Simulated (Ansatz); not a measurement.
**BH (triplet): the correlation ladder at distance B1–H2 = 3.215 Å, cc-pVQZ**

The task here is to estimate one member of a computed series from the others.

Computed with Ansatz 0.2.0, Gaussian basis. Level: cc-pVQZ, core rule «outside noble gas», up to 1 orbitals frozen.

To be run: UHF; CCSD(T) on ROHF; CCSD(T) on UHF; BCCD(T) on ROHF; CCSDT(Q) on ROHF; CCSDT(Q) on UHF; CASSCF and NEVPT2, 4 electrons in 5 orbitals; Full CI.

17 further runs of the same task are left out: 10 that didn't finish, 7 set aside as unsound or not needed.

### The system

The geometry derives from a PBE0/def2-TZVP stationary point (not a proven minimum). One bond is set to the value named and the two fragments are kept rigid.

2 atoms, charge 0, spin multiplicity 3.

Atoms are counted from 1 here; the program's logs count them from 0.

No contacts short enough for the rule that draws bonds.

The first run:

in.yaml

```yaml
crystal:
  periodic: [false, false, false]
  atoms:
    - {symbol: B, position_ang: [0.000000, 0.000000, 0.000000]}
    - {symbol: H, position_ang: [0.000000, 0.000000, 3.215000]}
basis:
  gaussian: {orbitals: cc-pVQZ}
magnetization: {spin_polarized: true, initial_magnetization: 2}
hamiltonian: {xc: hf}
output: {orbitals: {seedname: orbitals}}
```

Started as:

```console
$ ansatz run in.yaml --threads 1 --pin off --events-out ev --progress --plain --max-ram 2393MiB
```

Among the steps run: UHF; CCSD(T) on ROHF; CCSD(T) on UHF; BCCD(T) on ROHF; CCSDT(Q) on ROHF; CCSDT(Q) on UHF; CASSCF and NEVPT2, 4 electrons in 5 orbitals; Full CI.

One table of the session follows, with a row left open; its other results are not shown here.

| method | from FCI (meV) |
| --- | --- |
| ROHF | +1981.7 |
| UHF | +1872.1 |
| RMP2 | +574.2 |
| UMP2 | ? |
| RCCSD | +55.6 |
| UCCSD | +51.5 |
| RCCSD(T) | +11.3 |
| UCCSD(T) | +10.8 |
| BCCD(T) | +11.6 |
| RCCSDT | -0.1 |
| UCCSDT | -0.8 |
| RCCSDT(Q) | -0.2 |
| UCCSDT(Q) | -0.9 |
| CASSCF valence | +1040.0 |
| NEVPT2 valence | +230.6 |
| FCI | 0 |

Q: Estimate the row for UMP2 from the others.

The run gave: from FCI (meV): +581.1. In the column «from FCI (meV)» it lies between RMP2 (+574.2) and CASSCF valence (+1040.0).

To keep in mind: Levels on UHF freeze UHF's core orbitals, full CI those of ROHF, so the U rows can settle a little off it for that reason alone. Restricted and unrestricted rows rest on different reference determinants; where their highest levels disagree by more than a few hundredths of an eV, they describe different states and don't form one ladder.
